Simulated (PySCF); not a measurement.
How methods differ on the ionisation energy of Li

Li [He] 2s1 (2S) → Li⁺ 1s2 (1S), as a difference of total energies. Calculation: PySCF 2.14, in aug-cc-pCVTZ (7s6p4d2f, 59 functions); no relativity, point nucleus. Correlated levels: valence and next inner shell: nothing frozen. The calculations carry no spin-orbit coupling.

| method | ionisation energy (eV) |
| --- | --- |
| UHF | 5.342 |
| MP2 (valence and next inner shell) | 5.374 |
| SCS-MP2 (valence and next inner shell) | 5.370 |
| CCSD (valence and next inner shell) | 5.379 |
| CCSD(T) (valence and next inner shell) | 5.380 |

Q: How much does correlation contribute at CCSD(T) (valence and next inner shell)?

A: 5.380 − (5.342) = 0.038 eV, measured against UHF.

Errors of the correlated levels include the incompleteness of this basis.

For comparison: 5.392 eV (measured; NIST Atomic Spectra Database, ionization energies).
